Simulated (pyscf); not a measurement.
AlH [singlet] + ammonia (NH₃) -> H₂N–AlH₂, an insertion (singlet surface; H–N broken, Al–N, Al–H formed). PySCF, gas phase, ωB97X-D3(BJ)/def2-SVP geometries. Correlated levels are frozen-core, on RHF or UHF. ΔMP2 is the change of the MP2 total energy from the triple- to the quadruple-zeta basis. Energies in kJ/mol from the separated reactants.

Small-basis levels: PySCF, no dispersion term, spherical d functions. AM1 to PM7: differences of heats of formation from MOPAC. GFN2-xTB: tblite. 

| level | barrier | reaction energy |
|---|---|---|
| HF/6-31G* | 188.7 | -194.6 |
| PBE/6-31G* | 48.9 | -208.4 |
| B3LYP/3-21G | 32.4 | -245.3 |
| B3LYP/6-31G* | 87.2 | -204.5 |
| M06-2X/6-31G* | 90.5 | -211.7 |
| GFN2-xTB | -32.4 | -344.1 |
| AM1 | 57.4 | -268.8 |
| PM3 | 17.0 | -158.5 |
| PM7 | 214.0 | -131.9 |
| CCSD(T)/def2-TZVPP + ΔMP2(QZVPP) | 94.5 | -209.1 |

Against the last row the barrier runs from -127.0 (GFN2-xTB) to +119.4 kJ/mol (PM7); M06-2X/6-31G* happens to lie closest here (4.0 kJ/mol apart). At GFN2-xTB this geometry lies under one side, so the entry may be no barrier of that level: it is a single point on another level's saddle. CCSD(T)/def2-TZVPP + ΔMP2(QZVPP) has limits of its own. On the reactant side the descent ends in an adduct with a Al–N contact, 72.0 kJ/mol under the separated species and 166.6 kJ/mol under the saddle at ωB97X-D3(BJ)/def2-TZVP. What is counted as formed (Al–N) is already present as a longer contact in the reactant adduct; forming that adduct is a step of its own. The same reactants have a lower exit, to H₂N–Al [singlet] + H₂ (barrier +30.2 kJ/mol at ωB97M-D3(BJ), against +102.6 kJ/mol here). This is the saddle that the search found; another between the same sides may lie lower. The CCSD(T) − MP2 part came from Ansatz, without density fitting, on the same reference.
